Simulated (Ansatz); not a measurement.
**Several solutions for singlet AlH3**

| atom | x (Å) | y (Å) | z (Å) |
| --- | --- | --- | --- |
| Al | 0.0000 | 0.0000 | 0.0000 |
| H | 3.1600 | 0.0000 | 0.0000 |
| H | -1.5800 | 2.7366 | 0.0000 |
| H | -1.5800 | -2.7366 | 0.0000 |

Basis set: def2-SVP (spherical functions). Charge 0, multiplicity 1.

PBE0 (unrestricted) was run from several starts with Ansatz (development build ahead of 0.2.0).

| run | program | start | converged | energy (hartree) | <S²> |
| --- | --- | --- | --- | --- | --- |
| A | Ansatz | search for the lowest state | yes | -243.69500 | 1.40 |
| B | Ansatz | stability test followed | yes | -243.69500 | 1.40 |
| C | Ansatz | atomic start, no search | yes | -243.63865 | 0.00 |

(1) Which runs reached the lowest solution of this kind, and what is wrong with the others?

Results:

(1) A, B reached the lowest solution found. Converged but too high: C by 1.53 eV. Convergence only shows a stationary point, and even a stable one can lie too high; stability tests and further starts are what find lower ones. Caution: charge can spread falsely over distant fragments. Caution: the unrestricted determinant is a mixture of spin states. Caution: the determinant breaks the point group.
